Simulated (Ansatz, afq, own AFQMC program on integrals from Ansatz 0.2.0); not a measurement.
**HO, doublet in def2-SVP, levels against full CI**

```yaml
atoms:
  - { symbol: O, position_ang: [0.3506, -0.4385, 2.2137] }
  - { symbol: H, position_ang: [-0.5257, -0.0162, 2.2990] }
```

Basis def2-SVP. Noble-gas cores (and the filled d shells of Ga–Kr and In–Xe) are frozen. Ansatz 0.2.0 and our own AFQMC program on the same integrals; the CISD trial comes from CCSD amplitudes, and released means the phaseless constraint is let go. Free projection: walkers drawn from exp(T), propagated without any constraint. Its projection time is finite, and what remains of the start isn't in its error. ± is one standard error of the sampling.

Determinant: UHF, the one that the program's search chose, which needn't be the lowest solution. The geometry is a PBE0/def2-SVP stationary point of this or a neighbouring charge and spin state.

Full CI is exact in this basis; its frozen core comes from its own orbitals, which moves totals by up to a few meV.

Cautions: full CI with its own frozen core.

```
T1 diagnostic                               : 0.0059
weight of the determinant in the CISD state : 0.957
⟨S²⟩ of the determinant                     : 0.755
size of the correlated space                : 7 electrons in 18 orbitals
```

```json
{"level": "MP2", "correlation energy (eV)": "-4.0470"}
{"level": "CCSD", "correlation energy (eV)": "-4.4502"}
{"level": "CCSD(T)", "correlation energy (eV)": "-4.4983"}
```

Task: Estimate where phaseless AFQMC with a CISD trial lies against CCSD(T) on the same integrals.

Result: 0.23 ± 0.04 kcal/mol below CCSD(T).

Reference: full CI, correlation energy -4.510 eV. The released energy is read at 1.50 1/Eh (meV from the phaseless value at times in 1/Eh: -0.8 ± 1.1 at 0.24, -2.9 ± 0.8 at 0.50, -1.2 ± 1.8 at 1.00, -2.4 ± 0.9 at 1.50). CCSDTQ lies 0.6 meV below full CI, in part by the other frozen core, which shifts every row alike, so rows that close can't be ranked against it.

```tsv
level	E − E(reference) (kcal/mol)	share of correlation (%)
CCSD(T)	0.27	99.74
CCSDT	0.15	99.86
CCSDT(Q)	-0.01	100.01
CCSDTQ	-0.01	100.01
ph-AFQMC/HF	1.10 ± 0.28	98.94
ph-AFQMC/CISD	0.04 ± 0.04	99.96
released AFQMC	-0.01 ± 0.02	100.01
free AFQMC	0.00 ± 0.04	100.00
```

CCSDT and higher add their correlation energy to the determinant of the CCSD(T) run, since their own runs factorise the integrals more tightly (a shift of under 2 meV). Free projections are given only where their last times agree within the noise and don't stop above the reference; a slow remainder of the start can still hide under it. A walk keeps the symmetry of its determinant, which the program's search chose and which needn't be the lowest solution, so a lower state of the same spin and another symmetry isn't excluded. Released energies are given only where the last usable release times agree within the noise; a slower fall can still hide under it.
